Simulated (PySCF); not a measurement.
# Energy profile

The step: SiH₄O ([OH][SiH3]) + HCl → SiH₃Cl ([SiH3][Cl]) + H₂O; bonds formed: Si1–Cl7, O2–H6; bonds broken: Si1–O2, H6–Cl7 (atoms numbered as in the saddle structure below).

```json
{"atom": "Si1", "x (Å)": "-0.4816", "y (Å)": "-0.2004", "z (Å)": "-0.5293"}
{"atom": "O2", "x (Å)": "0.7315", "y (Å)": "-0.2980", "z (Å)": "0.8743"}
{"atom": "H3", "x (Å)": "-1.0398", "y (Å)": "-1.5057", "z (Å)": "-0.0177"}
{"atom": "H4", "x (Å)": "0.0550", "y (Å)": "-0.5632", "z (Å)": "-1.8526"}
{"atom": "H5", "x (Å)": "-1.6526", "y (Å)": "0.6921", "z (Å)": "-0.4127"}
{"atom": "H6", "x (Å)": "1.1232", "y (Å)": "0.6331", "z (Å)": "0.8354"}
{"atom": "Cl7", "x (Å)": "0.8519", "y (Å)": "1.8398", "z (Å)": "-0.6322"}
{"atom": "H8", "x (Å)": "0.4124", "y (Å)": "-0.5976", "z (Å)": "1.7348"}
```

Electronic energies by CCSD(T) at an estimated basis limit (MP2 extrapolated from triple and quadruple zeta, plus CCSD(T) − MP2 in triple zeta), on PBE0-D4/def2-TZVP structures; SiH5ClO, singlet; no counterpoise correction. PySCF 2.14 with density fitting (its default auxiliary sets; JK sets also for MP2 and CCSD(T)); basis: def2-TZVPP and def2-QZVPP; cores frozen in the correlated methods. Extrapolation: Hartree–Fock as exp(−7.88 √X), correlation as X^−2.97.

(1) Give the profile in kcal/mol, counted from the separated reactants. (To be estimated.)

The T1 diagnostic stays at or below 0.011.

Answers

(1) Computed:
| point | kcal/mol |
| --- | --- |
| separated: SiH4O (linked as [OH][SiH3]; Si1, O2, H3, H4, H5, H8; singlet) + HCl (H6, Cl7; singlet) | 0.00 |
| start structure | -4.93 |
| saddle | 17.25 |
| end structure | -5.63 |
| separated: SiH3Cl (linked as [SiH3][Cl]; Si1, H3, H4, H5, Cl7; singlet) + H2O (O2, H6, H8; singlet) | -2.79 |

Hydrogen chloride, the by-product of chloride precursors, can attack films and sites by steps of this kind.

For scale, one of the runs: CCSD(T)/def2-TZVPP, 185 basis functions, launched by `OMP_NUM_THREADS=4 python run.py`. Hardware: 4 CPU threads of an AMD EPYC 9R45, shared host. Wall time 100 s; peak host memory 1.9 GiB.
